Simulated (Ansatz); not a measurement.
Worked example: AlSi⁺, quintet against AlSi, quartet

Geometry (PBE0/def2-TZVP stationary point of a quartet), kept for both states (AlSi, quartet: Σ⁻; AlSi⁺, quintet: Σ⁻):

```tsv
atom	x (Å)	y (Å)	z (Å)
Si	0.0000	0.0000	0.0000
Al	0.0000	0.0000	2.4162
```

Basis cc-pVDZ; Ansatz 0.2.0. Correlated methods freeze the noble-gas cores. Prefix R: restricted or restricted open-shell reference; prefix U: unrestricted.

Full CI is exact within this basis and frozen core; it isn't the basis-set limit. The frozen core follows each run's orbitals, which can shift R against U totals by a few meV.

```json
{"level": "UHF", "E(AlSi, quartet) (hartree)": "-530.781624", "E(AlSi⁺, quintet) (hartree)": "-530.482269"}
{"level": "UMP2", "E(AlSi, quartet) (hartree)": "-530.881304", "E(AlSi⁺, quintet) (hartree)": "-530.547835"}
{"level": "UCCSD(T)", "E(AlSi, quartet) (hartree)": "-530.916740", "E(AlSi⁺, quintet) (hartree)": "-530.574445"}
{"level": "PBE", "E(AlSi, quartet) (hartree)": "-531.541641", "E(AlSi⁺, quintet) (hartree)": "-531.189610"}
{"level": "r2SCAN", "E(AlSi, quartet) (hartree)": "-531.764596", "E(AlSi⁺, quintet) (hartree)": "-531.422924"}
{"level": "full CI", "E(AlSi, quartet) (hartree)": "-530.918857", "E(AlSi⁺, quintet) (hartree)": "-530.576475"}
```

Q: Give the vertical gap, AlSi⁺ quintet less AlSi quartet, at each level in eV (1 hartree = 27.2114 eV), and each error against full CI.

A: full CI: (-530.576475 − (-530.918857)) × 27.2114 = 9.317 eV (the reference)
r2SCAN: (-531.422924 − (-531.764596)) × 27.2114 = 9.297 eV, error -0.020 eV
PBE: (-531.189610 − (-531.541641)) × 27.2114 = 9.579 eV, error 0.262 eV
UCCSD(T): (-530.574445 − (-530.916740)) × 27.2114 = 9.314 eV, error -0.003 eV
UMP2: (-530.547835 − (-530.881304)) × 27.2114 = 9.074 eV, error -0.243 eV
UHF: (-530.482269 − (-530.781624)) × 27.2114 = 8.146 eV, error -1.171 eV

Total energies of functionals can't be set beside those of wave-function methods, since they hold the core's correlation and their own absolute errors; only the differences compare.

In so small a basis the reference is far from its limit while semilocal and hybrid functionals are nearer theirs, so the functionals' errors here hold much of the reference's basis and frozen-core error, which can add to them or hide them.

Each level lands on the state that its own search finds. T1 diagnostics of restricted CCSD: 0.039 and 0.051.
